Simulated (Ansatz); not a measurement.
# BH7OSi: the cost of one run

Program: Ansatz 0.2.0. Level of theory: RKS PBE0-D4/6-31G*. These are calculated values, not measurements.

## Step 1: The structure to begin with

Bond lengths: B1–O2 1.760 Å, O2–H3 1.010 Å, B1–H4 1.190 Å, B1–H5 1.190 Å, B1–Si6 2.250 Å, Si6–H7 1.460 Å, Si6–H8 1.460 Å, Si6–H9 1.460 Å, O2–H10 1.121 Å, Si6–H10 1.423 Å. Angles (14 of 20 angles, heavy atoms first): O2–B1–Si6 71.6°, B1–O2–H3 109.5°, B1–O2–H10 87.3°, O2–B1–H4 120.0°, O2–B1–H5 120.0°, H4–B1–Si6 96.8°, H5–B1–Si6 101.3°, B1–Si6–H7 109.5°, B1–Si6–H8 109.5°, B1–Si6–H9 109.5°, B1–Si6–H10 62.9°, O2–H10–Si6 138.2°, H3–O2–H10 109.7°, H4–B1–H5 120.0°.

As a file:

```xyz
10

B     0.0000    0.0000    0.0000
O     0.0000    0.0000    1.7600
H    -0.9095   -0.2814    2.0971
H     1.0305    0.0000   -0.5950
H    -1.0305    0.0000   -0.5950
Si    0.1008    2.1328    0.7095
H     0.6771    2.1737    2.0503
H     0.9351    2.9107   -0.2019
H    -1.2441    2.7001    0.7410
H     0.0529    1.1188    1.7067
```

## Step 2: A restrained relaxation towards end A

Springs on the bonds that form and break draw the guess towards this end; the thresholds are loose.

input.yaml

```yaml
crystal:
  periodic: [false, false, false]
  atoms:
    - { symbol: B, position_ang: [0.0, 0.0, 0.0] }
    - { symbol: O, position_ang: [0.0, 0.0, 1.76] }
    - { symbol: H, position_ang: [-0.9095, -0.2814, 2.0971] }
    - { symbol: H, position_ang: [1.0305, 0.0, -0.595] }
    - { symbol: H, position_ang: [-1.0305, 0.0, -0.595] }
    - { symbol: Si, position_ang: [0.1008, 2.1328, 0.7095] }
    - { symbol: H, position_ang: [0.6771, 2.1737, 2.0503] }
    - { symbol: H, position_ang: [0.9351, 2.9107, -0.2019] }
    - { symbol: H, position_ang: [-1.2441, 2.7001, 0.741] }
    - { symbol: H, position_ang: [0.0529, 1.1188, 1.7067] }
basis:
  gaussian: { orbitals: "6-31G*" }
hamiltonian:
  xc: pbe0
  dispersion: d4
relax:
  f_tol: 0.15
  max_steps: 25
  restrain:
    - { distance: [0, 5], at: 3.15, k: 30.0 }
    - { distance: [9, 1], at: 2.21, k: 30.0 }
    - { distance: [0, 1], at: 1.41, k: 30.0 }
    - { distance: [9, 5], at: 1.46, k: 30.0 }
output:
  orbitals: {}
```

Started as:

```
ansatz run input.yaml --threads 1 --pin off --max-ram 2048MiB --backend cpu --events-out ev --progress --plain --runs-dir out
```

Q: Estimate wall time and peak memory on 1 thread of Arm Neoverse V1, shared host.

About 32 s, with a peak of 0.14 GiB.
